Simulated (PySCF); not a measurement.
NICS in isomers of C5H9P.

NICS = −σ at a ghost point: NICS(0) at the centroid of the ring atoms, NICS(1) 1 Å to either side along the normal of their mean plane, zz for the tensor component along that normal. Level: GIAO PBE0/pcSseg-1 (PySCF, non-relativistic, gas phase) on the GFN2-xTB geometries, one conformer each. Atom numbers follow the mapped SMILES.

Problem. Order these rings by mean NICS(1)zz, lowest (most negative) first (ppm).
A. ring P2–C3–C4–C5–C6 in `[CH3:1][P:2]1[CH:3]=[CH:4][CH2:5][CH2:6]1`
B. ring C2–C3–P5 in `[CH3:1][C:2]1=[C:3]([CH3:4])[P:5]1[CH3:6]`
C. ring C4–C5–C6 in `[CH2:1]=[CH:2][PH:3][CH:4]1[CH2:5][CH2:6]1`
D. ring C3–C4–C5–C6 in `[CH2:1]=[P:2][CH:3]1[CH2:4][CH2:5][CH2:6]1`
E. ring C3–C4–P5 in `[CH3:1][CH2:2][C:3]1=[CH:4][P:5]1[CH3:6]`

Solution. C (-23.4), B (-17.8), E (-16.6), A (-4.5), D (5.1).

```json
{"SMILES": "C=CPC1CC1", "ring": "3-membered carbocycle; formal bonds all single", "NICS(0)": "-44.5", "NICS(1)": "-8.6", "NICS(1)zz": "-23.4", "HOMA": "–", "rms pucker (Å)": "0.00", "ring atoms with four or more neighbours": "3"}
{"SMILES": "CC1=C(C)P1C", "ring": "3-membered ring with P; formal bonds 1 double, 2 single", "NICS(0)": "-27.9", "NICS(1)": "-8.9", "NICS(1)zz": "-17.8", "HOMA": "-1.25", "rms pucker (Å)": "0.00", "ring atoms with four or more neighbours": "0"}
{"SMILES": "CCC1=CP1C", "ring": "3-membered ring with P; formal bonds 1 double, 2 single", "NICS(0)": "-25.6", "NICS(1)": "-7.5", "NICS(1)zz": "-16.6", "HOMA": "-1.10", "rms pucker (Å)": "0.00", "ring atoms with four or more neighbours": "0"}
{"SMILES": "CP1C=CCC1", "ring": "5-membered ring with P; formal bonds 1 double, 4 single", "NICS(0)": "-3.1", "NICS(1)": "-3.4", "NICS(1)zz": "-4.5", "HOMA": "–", "rms pucker (Å)": "0.09", "ring atoms with four or more neighbours": "2"}
{"SMILES": "C=PC1CCC1", "ring": "4-membered carbocycle; formal bonds all single", "NICS(0)": "1.4", "NICS(1)": "0.2", "NICS(1)zz": "5.1", "HOMA": "–", "rms pucker (Å)": "0.06", "ring atoms with four or more neighbours": "4"}
```

NICS(0) gives the same order. The isotropic NICS(1) gives another order. HOMA uses Krygowski's 1993 parameters; it is left out where a ring has a four-coordinate atom, a triple bond, no multiple bond or a kind of bond without parameters. NICS(1) and NICS(1)zz are means over the two faces.
